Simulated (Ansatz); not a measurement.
Species: C3H3N, SMILES `N#CC=C` (charge 0, multiplicity 1), formula C$_{3}$H$_{3}$N.

### Question
How many basis functions does frozen-core CCSD(T)/cc-pVQZ // PBE0-D3(BJ)/def2-TZVP (Ansatz, a program for electronic structure) use, how many core orbitals are frozen, and how many electrons are correlated?

### Answer
310 basis functions and 4 frozen orbitals, which leaves 20 correlated electrons. Core time is of the order of minutes.
